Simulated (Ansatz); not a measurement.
A run of Ansatz (development build ahead of 0.2.0) on singlet CH₂O₂ at this shape:

```yaml
atoms:
  - { symbol: C, position_ang: [0.0000, -0.3738, -0.0869] }
  - { symbol: O, position_ang: [0.0000, -0.3334, 1.0125] }
  - { symbol: O, position_ang: [0.0000, 0.6017, -0.8285] }
  - { symbol: H, position_ang: [0.0000, -1.2301, -0.6440] }
  - { symbol: H, position_ang: [0.0000, 1.3272, -0.3065] }
```

Its results:

```
Converged                       : yes
Reference energy                : -188.80964 hartree
Correlation energy              : -0.61108 hartree
Total energy                    : -189.42073 hartree
Spin squared of the determinant : 0.000
```

Problem. Which input gives this output? Name the method, the orbitals and the basis set, and write the input.

Solution. RHF-MP2 in cc-pVTZ. An unrestricted run that stays on the closed shell gives the same numbers.

```yaml
crystal:
  periodic: [false, false, false]
  atoms:
    - { symbol: C, position_ang: [0.0, -0.37378, -0.08694] }
    - { symbol: O, position_ang: [0.0, -0.33344, 1.01251] }
    - { symbol: O, position_ang: [0.0, 0.60165, -0.82849] }
    - { symbol: H, position_ang: [0.0, -1.23013, -0.64399] }
    - { symbol: H, position_ang: [0.0, 1.32718, -0.30651] }
basis:
  gaussian: { orbitals: cc-pVTZ }
hamiltonian:
  xc: hf
correlation:
  method: mp2
  frozen_orbitals: { C: 1, H: 0, O: 1 }
```

Caution: no unrestricted run beside it, a lower state can exist.
